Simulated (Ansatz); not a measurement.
A-type hexagonal La2O3 was calculated with RPBE (Ansatz, an electronic-structure program, PAW).

Numerical settings: plane-wave cutoff 520 eV, 12×12×6 k mesh (along the axes of the cell as run), Fermi–Dirac smearing 0.01 eV, scalar-relativistic PAW data made under PBE.

Properties against volume:

Shape and atoms are relaxed at each volume.

```
V (Å³/atom)  P (GPa)  direct gap at Γ (eV)  smallest gap on the k mesh (eV)  c (Å)
-----------  -------  --------------------  -------------------------------  -----
16.431          4.46                 4.492                            3.912  6.135
16.773          2.12                 4.392                            3.894  6.214
17.115          0.00                 4.292                            3.873  6.289
17.458         -1.93                 4.194                            3.850  6.362
17.800         -3.68                 4.097                            3.825  6.433
```

The fundamental gap (3.87 eV at the equilibrium volume, with added k points) lies elsewhere than Γ–Γ.

Note: the bulk modulus comes from volumes at which shape and atoms were relaxed.

Spin–orbit coupling is not included.
